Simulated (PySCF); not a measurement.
# triplet OF2 at 3 levels

Wanted: a comparison of 3 runs (UHF/3-21G, UB2PLYP/cc-pVTZ, USCS-MP2/cc-pVTZ) of triplet OF2. 

The results are computed with PySCF 2.14.0.

1 further run of the same task is left out (set aside as unsound or not needed).

## 1. Starting point

OF2 has 3 atoms, charge 0, and is taken as a triplet. As SMILES of the parent species, `FOF`. The shape is that of a PBE0-D4/def2-TZVP optimisation. That shape belongs to the parent species and isn't relaxed for this state.

Bond lengths: F1–O2 1.381 Å, O2–F3 1.381 Å. Angles: F1–O2–F3 103.9°.

## 2. A single-point energy at UHF/3-21G (run 1)

Contents of run.py:

```python
from pyscf import gto, scf

mol = gto.M(
    atom='''
F        0.953290      -0.339960       0.488270
O        0.000520       0.563910       0.062040
F       -0.953810      -0.223960      -0.550310
''',
    basis='3-21g',
    spin=2,
    verbose=3,
    max_memory=1860,
)

calc0 = scf.UHF(mol)
calc0.conv_tol = 1e-10
calc0.kernel()
if not calc0.converged:
    calc0 = calc0.newton().run(calc0.mo_coeff, calc0.mo_occ)

etot = calc0.e_tot
print('Final energy', etot)
```

On the command line:

```sh
OMP_NUM_THREADS=1 python run.py
```

Standard output:

```text
WARN: HOMO -0.0233272895642247 >= LUMO -0.310309066467727

converged SCF energy = -271.875680355975  <S^2> = 2.1061527  2S+1 = 3.0699529
Final energy -271.875680355975
```

Wall time 0.55 s (1 thread of Arm Neoverse V2, shared host); peak memory 0.099 GiB.

## 3. The energy at UB2PLYP/cc-pVTZ (run 2)

Contents of start.xyz:

```xyz
3

F      0.953290    -0.339960     0.488270
O      0.000520     0.563910     0.062040
F     -0.953810    -0.223960    -0.550310
```

Contents of input.py:

```python
from pyscf import gto, dft, mp

system = gto.M(
    atom='start.xyz',
    max_memory=1860,
    spin=2,
    verbose=3,
    basis='cc-pvtz',
)

myscf = dft.UKS(system)
myscf.xc = '0.53*HF + 0.47*B88, 0.73*LYP'
myscf.grids.level = 5
myscf.conv_tol = 1e-10
myscf.kernel()
if not myscf.converged:
    myscf = myscf.newton().run(myscf.mo_coeff, myscf.mo_occ)

pt = mp.MP2(myscf, frozen=3).run()
etot = myscf.e_tot + 0.27 * pt.e_corr
print('PT2 part  %.8f' % (0.27 * pt.e_corr))
print(f'total energy: {etot:.8f} hartree')
```

On the command line:

```sh
OMP_NUM_THREADS=1 python input.py
```

Standard output:

```text
WARN: HOMO -0.0858631135313299 >= LUMO -0.312417155812035

converged SCF energy = -274.237621693883  <S^2> = 2.0286099  2S+1 = 3.019013
E(UMP2) = -275.145298022756  E_corr = -0.907676328873275
E(SCS-UMP2) = -275.108037335008  E_corr = -0.870415641125444
PT2 part  -0.24507261
total energy: -274.48269430 hartree
```

Run time: 20 s. Hardware: 1 thread of Arm Neoverse V2, shared host; peak memory 0.44 GiB.

## 4. The energy at USCS-MP2/cc-pVTZ (run 3)

Contents of input.xyz:

```xyz
3

F      0.953290    -0.339960     0.488270
O      0.000520     0.563910     0.062040
F     -0.953810    -0.223960    -0.550310
```

Contents of run.py:

```python
from pyscf import gto, scf, mp

mol = gto.M(
    atom='input.xyz',
    charge=0,
    spin=2,
    verbose=4,
    basis='cc-pvtz',
    max_memory=1860,
)

mf = scf.UHF(mol)
mf.conv_tol = 1e-10
mf.kernel()
if not mf.converged:
    mf = mf.newton().run(mf.mo_coeff, mf.mo_occ)

pt = mp.MP2(mf, frozen=3).run()
energy = mf.e_tot + 1.2 * pt.e_corr_os + pt.e_corr_ss / 3
print('Final energy', energy)
```

On the command line:

```sh
OMP_NUM_THREADS=1 python run.py
```

Standard output:

```text
PySCF version 2.14.0

[... 38 lines left out ...]
WARN: HOMO -0.0498942620728915 >= LUMO -0.318867339721866
[... 106 lines left out ...]
converged SCF energy = -273.439082763016  <S^2> = 2.0998801  2S+1 = 3.0658637
[... 1 line left out ...]
******** <class 'pyscf.mp.ump2.UMP2'> ********
nocc = (np.int64(11), np.int64(9)), nmo = (87, 87)
frozen orbitals 3
E(UMP2) = -274.150749917774  E_corr = -0.711667154757783
E(SCS-UMP2) = -274.126696432899  E_corr = -0.687613669883076
E_corr(same-spin) = -0.191984902876458
E_corr(oppo-spin) = -0.519682251881325
Final energy -274.1266964328988
```

It took 3.6 s on 1 thread of Arm Neoverse V2, shared host; peak memory 0.21 GiB.

## 5. Overview of the runs

```
run             level  frozen core orbitals  integration grid  energy (Eh)  dipole moment (D) of the reference  HOMO energy (eV)  LUMO energy (eV)  wall time
  1         UHF/3-21G                     –                 –  -271.875680                                1.21            -11.38              1.26     0.55 s
  2   UB2PLYP/cc-pVTZ                     3                 5  -274.482694                                1.05             -8.22             -3.27       20 s
  3  USCS-MP2/cc-pVTZ                     3                 –  -274.126696                                1.30            -11.99              0.95      3.6 s
```

## 6. Outcome

| quantity | value |
| --- | --- |
| run 3: total energy | -274.12670 Eh |
| run 3: dipole moment (Hartree–Fock density) | 1.30 D |
| run 3: HOMO energy (Hartree–Fock orbitals) (highest over α and β) | -11.99 eV |
| run 3: LUMO energy (Hartree–Fock orbitals) (lowest over α and β) | 0.95 eV |
| run 3: correlation energy (3 core orbitals frozen) | -687.6 mEh |
| run 3: ⟨S²⟩ of the reference determinant | 2.100 |

Spin contamination of the reference: run 1 ⟨S²⟩ = 2.11. All runs together took 24 s, the longest 20 s.
